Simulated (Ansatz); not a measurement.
A calculation with Ansatz (development build ahead of 0.2.0).

```yaml
crystal:
  periodic: [false, false, false]
  atoms:
    - { symbol: O, position_ang: [0.0, 0.0, 0.0] }
    - { symbol: Li, position_ang: [0.0, 1.874, 0.0] }
    - { symbol: Na, position_ang: [0.0, -2.2411, 0.0] }
basis:
  gaussian: { orbitals: pcseg-2 }
magnetization:
  spin_polarized: true
  initial_magnetization: 2
hamiltonian:
  xc: hf
```

The input is written out in the form of the current development build from the run's settings.

Output:

- Converged: yes
- Total energy: -244.17513 hartree
- Spin squared of the determinant: 2.007
- Stability test: minimum

Caution: other spin multiplicities may lie lower.
